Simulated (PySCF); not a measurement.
Published values to compare with (the computed states carry no symmetry labels, so the two lists aren't matched line by line):

| state | E (eV) | f | kind of transition | source |
| --- | --- | --- | --- | --- |
| 1Au[F](π→π*) | 3.64 |  | vertical emission from the excited-state geometry | [1] |
| 1A2[F](π→π*) | 3.85 |  | vertical emission from the excited-state geometry | [1] |
| 3Σu+(π→π*) | 5.20 |  | band maximum or as reported | [2] |
| 1A(S1) | 5.23 |  | 0-0 transition | [3] |
| 3Σu+(π→π*) | 5.53 |  | vertical absorption | [1] |
| 3Δu(π→π*) | 6.00 |  | band maximum or as reported | [2] |
| 3Δu(π→π*) | 6.40 |  | vertical absorption | [1] |
| 3Σu-(π→π*) | 7.08 |  | vertical absorption | [1] |
| 1Σu-(π→π*) | 7.10 |  | vertical absorption | [1] |
| 1Δu(π→π*) | 7.20 |  | band maximum or as reported | [2] |
| 1Δu(π→π*) | 7.44 |  | vertical absorption | [1] |

[1] computed, theoretical best estimate (aug-cc-pVTZ, frozen core, CC3 geometry), gas; Veril, Scemama, Caffarel, Lipparini, Boggio-Pasqua, Jacquemin, Loos, WIREs Comput. Mol. Sci. 2021, 11, e1517 (QUESTDB)
[2] measured, gas; Loos, Scemama, Blondel, Garniron, Caffarel, Jacquemin (2018), arXiv:1807.02045, literature column
[3] measured, gas; Analytical gradients for NEO-TDDFT (2021), arXiv:2105.05191, experiment column

Species: acetylene, C2H2.
SMILES: `C#C`

Level of theory: PySCF 2.14.0, density-fitted response routines, TDDFT CAM-B3LYP/def2-SVPD, vertical, gas phase, core orbitals frozen in the response. Geometry: GFN2-xTB; no solvent, vibrations or thermal averaging.

Computed singlets: 6.73 eV (f 0.000); 7.01 eV (f 0.000 summed over 2 states); 8.37 eV (f 0.205 summed over 2 states); 8.85 eV (f 0.000 summed over 2 states) [of 8 roots; the last level is left out, as the window may have cut its degenerate partner]. Computed triplets (Tamm–Dancoff): 5.49, 6.03, 6.03 eV.

Question: How does the lowest computed singlet compare with the best estimate listed for the lowest singlet (vertical absorption)?

Answer: 6.73 eV against 7.10 eV for 1Σu-(π→π*) [1]: a difference of -0.37 eV. Geometry and basis of the two calculations needn't be the same.

Question: How does the lowest computed triplet compare with the best estimate listed for the lowest triplet (vertical absorption)?

Answer: 5.49 eV against 5.53 eV for 3Σu+(π→π*) [1]: a difference of -0.04 eV. Geometry and basis of the two calculations needn't be the same.

[F] marks fluorescence, computed at the excited state's geometry.

Adiabatic (Te) and 0-0 energies refer to the relaxed excited state and aren't the vertical quantity computed here.

A measured band maximum holds vibronic effects and, in solution, solvent shifts, so it needn't equal the vertical energy.
